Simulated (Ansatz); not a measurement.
## Mo: strain and displacement

```yaml
crystal:
  lattice:
    - [-1.58002, 1.58002, 1.58002]
    - [1.58002, -1.58002, 1.58002]
    - [1.58002, 1.58002, -1.58002]
  atoms:
    - { symbol: Mo, position: [0.00000, 0.00000, 0.00000] }
```

The cell was built from the bcc type and relaxed in the same program, and has space group Im-3m; it needn't be a known or the stable phase.

These are results of DFT, PBE, all-electron PAW with datasets made for the crystal, scalar-relativistic (Ansatz 0.2.0), not measurements.

Sampling and basis: a Γ-centred 16×16×16 k mesh, Fermi–Dirac smearing of 0.03 eV, cutoff 300 eV (chosen by the program for this cell), no spin polarisation.

The unchanged cell is at -0.01 GPa.

In a metal, stresses and small energies carry noise from the k mesh.

x, y and z are the Cartesian axes of the cell as listed; fractional coordinates follow a strain, and an engineering shear is twice the off-diagonal strain component.

With this change (xy engineering shear strain of -3 %), what becomes of the energy and stress?

Energy change +5 meV/atom; stress change (xx, yy, zz, yz, xz, xy) 0.13, 0.13, 0.27, 0.00, 0.00, 3.21 GPa, compression positive.

With z strained by +1 % at fixed volume: energy change +2 meV/atom; stress change (xx, yy, zz, yz, xz, xy) 1.71, 1.71, -3.29, 0.00, 0.00, 0.00 GPa, compression positive.
